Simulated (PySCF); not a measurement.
**Computed and reference excited states of `C=CC=C`**

Published values to compare with (the computed states carry no symmetry labels, so the two lists aren't matched line by line):

```
              state  E (eV)      f           kind of transition  source
          3Bu(π→π*)    3.22         band maximum or as reported     [1]
          3Bu(π→π*)    3.32                 vertical absorption     [2]
          3Bu(π→π*)    3.36                 vertical absorption     [3]
          3Ag(π→π*)    4.91         band maximum or as reported     [1]
          3Ag(π→π*)    5.17                 vertical absorption     [2]
          3Ag(π→π*)    5.20                 vertical absorption     [3]
          1Bu(π→π*)    5.92         band maximum or as reported     [1]
          1Bg(π→3s)    6.21         band maximum or as reported     [1]
          1Bu(π→π*)    6.22  0.664          vertical absorption     [3]
          3Bg(π→3s)    6.29                 vertical absorption     [3]
          1Bg(π→3s)    6.33                 vertical absorption     [3]
          1Ag(π→π*)    6.50                 vertical absorption     [3]
1Ag(partial double)    6.51                 vertical absorption     [4]
          1Bu(π→π*)    6.58                 vertical absorption     [2]
   1Au(π→3p, first)    6.64         band maximum or as reported     [1]
          1Au(π→3p)    6.64  0.001          vertical absorption     [3]
          1Ag(π→π*)    6.78                 vertical absorption     [2]
  1Au(π→3p, second)    6.80         band maximum or as reported     [1]
          1Au(π→3p)    6.80  0.049          vertical absorption     [3]
          1Bu(π→3p)    7.07         band maximum or as reported     [1]
          1Bu(π→3p)    7.68  0.055          vertical absorption     [3]
```

[1] measured, gas; Loos, Lipparini, Boggio-Pasqua, Scemama, Jacquemin (2019), arXiv:1912.04173, literature columns
[2] computed, CC3/TZVP, gas; arXiv:2401.06101 (2024), CC3 reference column of Thiel's set
[3] computed, theoretical best estimate (aug-cc-pVTZ, frozen core, CC3 geometry), gas; Veril, Scemama, Caffarel, Lipparini, Boggio-Pasqua, Jacquemin, Loos, WIREs Comput. Mol. Sci. 2021, 11, e1517 (QUESTDB)
[4] computed, theoretical best estimate (aug-cc-pVTZ), gas; Kossoski, Boggio-Pasqua, Loos, Jacquemin, double excitations: improvement and extension (2024), arXiv:2403.19597

Species: C4H6.
Structure used (PBE0-D3(BJ)/def2-SVP), in Å, numbered top down from 1:
```xyz
10
C4H6 angstrom
C      1.6198    0.3054   -0.8589
C      0.7345   -0.0790    0.0706
C     -0.7063    0.0644   -0.0653
C     -1.5959   -0.3232    0.8586
H      1.2931    0.7633   -1.7980
H      2.6948    0.1776   -0.7138
H      1.0944   -0.5329    1.0020
H     -1.0639    0.5227   -0.9956
H     -2.6697   -0.1915    0.7059
H     -1.2761   -0.7835    1.7989
```

Computed, not measured: PySCF, TDDFT CAM-B3LYP/def2-SVPD, vertical, gas phase, core orbitals frozen in the response.

Computed singlets: 5.93 eV (f 0.715); 6.84 eV (f 0.000); 7.06 eV (f 0.000); 7.29 eV (f 0.062); 7.36 eV (f 0.000); 7.41 eV (f 0.000); 8.15 eV (f 0.000); 8.30 eV (f 0.000); 8.44 eV (f 0.000); 8.49 eV (f 0.002). Computed triplets (Tamm–Dancoff): 3.17, 5.05, 6.75, 6.94 eV.

**Question.** How does the lowest computed singlet compare with the best estimate listed for the lowest singlet (vertical absorption)?

**Answer.** 5.93 eV against 6.22 eV for 1Bu(π→π*) [3]: a difference of -0.29 eV. Geometry and basis of the two calculations needn't be the same.

**Question.** How does the lowest computed triplet compare with the best estimate listed for the lowest triplet (vertical absorption)?

**Answer.** 3.17 eV against 3.36 eV for 3Bu(π→π*) [3]: a difference of -0.19 eV. Geometry and basis of the two calculations needn't be the same.

Note on [4]: supersedes the 2021 QUESTDB value where one exists.

A measured band maximum holds vibronic effects and, in solution, solvent shifts, so it needn't equal the vertical energy.

States of double-excitation character are out of reach of adiabatic linear-response TDDFT and have no counterpart, or a poor one, in the computed list.

All these states lie below the vertical ionisation energy of 8.96 eV (ΔSCF).

On one thread, Arm Neoverse V2 (aarch64), shared host, this took 14 s of wall time (grids of density and orbitals included) and 0.56 GiB of memory at its peak.

One conformer stands for the species.
